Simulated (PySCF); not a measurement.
Compound: C3H8OS.
InChI=1S/C3H8OS/c1-3-5(2)4/h3H2,1-2H3/t5-/m1/s1

Torsions of this conformer, `[CH3:1][CH2:2][S@@:3]([CH3:4])=[O:5]`: C1–C2–S3–C4 -170°.

The closed-shell ground state was solved at several levels (PySCF, density fitting, gas phase, non-relativistic). Geometry: PBE0-D3(BJ)/def2-SVP, one conformer, isolated molecule.

```json
{"level": "wB97X-D/pcSseg-2", "basis functions": "299", "total energy (Eh)": "-592.5559", "HOMO (eV)": "-8.51", "LUMO (eV)": "2.15", "gap (eV)": "10.66", "dipole (D)": "4.14"}
{"level": "PBE0/pcSseg-1", "basis functions": "132", "total energy (Eh)": "-592.0959", "HOMO (eV)": "-6.49", "LUMO (eV)": "0.97", "gap (eV)": "7.46", "dipole (D)": "3.95"}
```

Problem. Estimate the row for wB97X-D/def2-SVPD, a basis of 174 functions; the other rows only guide the guess.

Solution. Total energy -592.1892 Eh, HOMO -8.51 eV, LUMO 2.08 eV, gap 10.59 eV, dipole 4.19 D.

Problem. Over all these levels, which gives the widest orbital gap and which the narrowest?

Solution. wB97X-D/pcSseg-2 (range-separated hybrid) has the widest, 10.66 eV, and PBE0/pcSseg-1 (global hybrid, 25 % exact exchange) the narrowest, 7.46 eV. Functional and basis both differ between the two, so the spread mixes both effects.

Problem. How far do the dipole and the HOMO energy spread over the levels?

Solution. The dipole runs from 3.95 to 4.19 D (mean 4.09 D) and the HOMO from -8.51 to -6.49 eV.

The pairwise dispersion term of wB97X-D wasn't added to the energies; at a given geometry it leaves orbitals and properties as they are.
